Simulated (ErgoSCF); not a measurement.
# One shape, several levels: SiO2 (silicon dioxide molecule)

Aim: a comparison of 4 runs (HF/def2-SVP, PBE0/def2-SVP, CAM-B3LYP/6-31+G*, B3LYP/cc-pVTZ) of SiO2 (silicon dioxide molecule). 

The results are computed with ErgoSCF 3.8.

## 1. The structure to begin with

SiO2: 3 atoms, total charge 0, spin state singlet. As SMILES, `O=[Si]=O`. Geometry: relaxed at GFN2-xTB.

Bond lengths: O1–Si2 1.491 Å, Si2–O3 1.491 Å. Angles: O1–Si2–O3 179.9°.

## 2. A single-point energy at HF/def2-SVP (run 1)

ergo.in reads:

```
set_nthreads(1)
tmpdir = "."
scf.use_diagonalization = 1
scf.output_mulliken_pop = 1
basis = "def2-SVP"
scf.max_number_of_iterations = 120
molecule_inline
O      1.30623539     2.30034471     0.97082790
Si    -0.00137950     0.00083148    -0.00030236
O     -1.30487479    -2.30119509    -0.97052554
EOF
run "HF"
```

The basis set def2-SVP is read from a file made from the Basis Set Exchange's data (not shown).

The run is started by

```bash
$ ergo < ergo.in
```

The log of the run:

```text
[...]
INSC SCF_general constructor, number of basis functions: 46
[...]
INSC Energy   1 =       -219.66550601135
[...]
INDE E_LUMO =          0.01530382253
[...]
INSC Energy  13 =       -438.41606769307  ( diff     -0.000000000018645 )
[...]
RESC CONVERGED after  13 iterations.
RESC FINAL ENERGY:       -438.41606769307
[...]
INSC SCF: dipole_moment_x [atomic units] =      -0.00312729
INSC SCF: dipole_moment_y [atomic units] =       0.00190051
INSC SCF: dipole_moment_z [atomic units] =      -0.00069022
[...]
```

Run time: 4.5 s. Hardware: 1 thread of Arm Neoverse V1, shared host; peak memory 0.26 GiB.

## 3. The energy at PBE0/def2-SVP (run 2)

input.ego reads:

```
# O2Si
set_nthreads(1)
molecule_inline Angstrom
O        0.691230       1.217290       0.513740
Si      -0.000730       0.000440      -0.000160
O       -0.690510      -1.217740      -0.513580
EOF
scf.use_diagonalization = 1
XC.sparse_mode = 0
scf.output_mulliken_pop = 1
XC.radint = 1e-11
XC.angint = 41
tmpdir = "."
basis = "def2-SVP"
charge = 0
scf.max_number_of_iterations = 120
run "PBE0"
```

The basis set def2-SVP is read from a file made from the Basis Set Exchange's data (not shown).

The run is started by

```bash
$ ergo input.ego
```

The log of the run:

```text
[...]
INDF Weighted mixed functional:
[...]
INSC Energy   1 =       -226.67187561922
[...]
INDE E_LUMO =         -0.11055531355
[...]
INSC Energy  13 =       -439.43284619057  ( diff     -0.000000000000909 )
[...]
RESC CONVERGED after  13 iterations.
RESC FINAL ENERGY:       -439.43284619057
[...]
INSC SCF: dipole_moment_x [atomic units] =      -0.00232933
INSC SCF: dipole_moment_y [atomic units] =       0.00142133
INSC SCF: dipole_moment_z [atomic units] =      -0.00051284
[...]
```

Wall time 6 s (1 thread of Arm Neoverse V1, shared host); peak memory 0.26 GiB.

Run 3 isn't shown in full; the table further down has it.

## 4. The energy at B3LYP/cc-pVTZ (run 4)

run.inp reads:

```
# O2Si
set_nthreads(1)
molecule_inline
O    1.30623539   2.30034471   0.97082790
Si  -0.00137950   0.00083148  -0.00030236
O   -1.30487479  -2.30119509  -0.97052554
EOF
XC.radint = 1e-11
XC.sparse_mode = 0
tmpdir = "."
XC.angint = 41
scf.output_mulliken_pop = 1
scf.max_number_of_iterations = 120
basis = "cc-pVTZ"
scf.use_diagonalization = 1
run "B3LYP-G"
```

The basis set cc-pVTZ is read from a file made from the Basis Set Exchange's data (not shown).

The run is started by

```bash
$ ergo < run.inp
```

The log of the run:

```text
[...]
INDF Weighted mixed functional:
[...]
INSC Energy   1 =       -133.11335537563
[...]
INDE E_LUMO =         -0.12928987716
[...]
INSC Energy  13 =       -440.03244516593  ( diff     -0.000000000002615 )
[...]
RESC CONVERGED after  13 iterations.
RESC FINAL ENERGY:       -440.03244516593
[...]
INSC SCF: dipole_moment_x [atomic units] =      -0.00226371
INSC SCF: dipole_moment_y [atomic units] =       0.00137557
INSC SCF: dipole_moment_z [atomic units] =      -0.00049965
[...]
```

It took 2.1 min on 1 thread of Arm Neoverse V1, shared host; peak memory 0.29 GiB.

## 5. The series

| run | level | integration grid | radint | energy (Eh) | dipole moment (D) | wall time |
| --- | --- | --- | --- | --- | --- | --- |
| 1 | HF/def2-SVP | – | – | -438.416068 | 0.01 | 4.5 s |
| 2 | PBE0/def2-SVP | Turbo | 1e-11 | -439.432846 | 0.01 | 6 s |
| 3 | CAM-B3LYP/6-31+G* (spherical functions) | Turbo | 1e-11 | -439.878116 | 0.01 | 13 s |
| 4 | B3LYP/cc-pVTZ | Turbo | 1e-11 | -440.032445 | 0.01 | 2.1 min |

## 6. Results

| quantity | value |
| --- | --- |
| run 4: total energy | -440.03245 Eh |
| run 4: dipole moment | 0.01 D |

Totals of different functionals can't be ranked against each other. All runs together took 2.5 min, the longest 2.1 min.
